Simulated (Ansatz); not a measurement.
**CH3+ (singlet): from Hartree-Fock to the top rungs at scale of all distances = 1.000, cc-pVDZ**

The task here is to estimate one member of a computed series from the others.

The runs use Ansatz 0.2.0, Gaussian basis; cc-pVDZ, core rule «outside noble gas», up to 1 orbitals frozen.

The runs, in order: UHF; CCSD(T) on RHF; BCCD(T) on RHF; CISD; CCSDT(Q) on RHF; CCSDTQ on RHF; CASSCF and MRCISD+Q, 2 electrons in 2 orbitals; CASSCF and NEVPT2, 2 electrons in 2 orbitals; CASSCF and MRCISD+Q, 6 electrons in 7 orbitals; CASSCF and NEVPT2, 6 electrons in 7 orbitals; Full CI.

13 further runs of the same task are left out: 1 for a mislabelled method, 9 that didn't finish, 3 set aside as unsound or not needed.

**What is computed**

The geometry derives from a PBE0/def2-TZVP stationary point (not a proven minimum). All distances are scaled together.

4 atoms, charge 1, spin multiplicity 1.

Atoms are counted from 1 here; the program's logs count them from 0.

Bond lengths: C1–H2 1.093 Å, C1–H3 1.093 Å, C1–H4 1.093 Å. Angles: H2–C1–H3 120.0°, H2–C1–H4 120.0°, H3–C1–H4 120.0°.

The first run:

in.yaml

```yaml
crystal:
  periodic: [false, false, false]
  atoms:
    - {symbol: C, position_ang: [0.000000, 0.000000, 0.000000]}
    - {symbol: H, position_ang: [1.093152, 0.013897, -0.000233]}
    - {symbol: H, position_ang: [-0.558612, 0.939744, -0.002802]}
    - {symbol: H, position_ang: [-0.534540, -0.953642, 0.003036]}
basis:
  gaussian: {orbitals: cc-pVDZ}
total_charge: 1
magnetization: {spin_polarized: true, initial_magnetization: 0}
hamiltonian: {xc: hf}
output: {orbitals: {seedname: orbitals}}
```

On the command line:

```console
$ ansatz run in.yaml --threads 1 --pin off --events-out ev --progress --plain --max-ram 2393MiB
```

Steps of the session up to this table: UHF; CCSD(T) on RHF; BCCD(T) on RHF; CISD; CCSDT(Q) on RHF; CCSDTQ on RHF; CASSCF and MRCISD+Q, 2 electrons in 2 orbitals; CASSCF and NEVPT2, 2 electrons in 2 orbitals; CASSCF and MRCISD+Q, 6 electrons in 7 orbitals; CASSCF and NEVPT2, 6 electrons in 7 orbitals; Full CI.

One table of the session follows, with a row left open; its other results are not shown here.

```
          method  from FCI (kcal/mol)
             RHF               +82.81
            RMP2               +16.29
            CISD                +3.68
           RCCSD                +1.42
        RCCSD(T)                +0.26
         BCCD(T)                +0.26
          RCCSDT                +0.04
       RCCSDT(Q)                +0.01
         RCCSDTQ                 0.00
     CASSCF pair               +72.99
     NEVPT2 pair               +15.93
     MRCISD pair                +2.93
   MRCISD+Q pair                    ?
  CASSCF valence               +42.25
  NEVPT2 valence               +12.51
  MRCISD valence                +1.40
MRCISD+Q valence                +0.38
             FCI                    0
```

Q: Estimate the row for MRCISD+Q pair from the others.

**Answer.** from FCI (kcal/mol): -0.27. In the column «from FCI (kcal/mol)» it is the lowest.

Caveats from the session: MRCISD+Q pair falls below full CI: the +Q correction isn't variational, and the cores differ from full CI's.
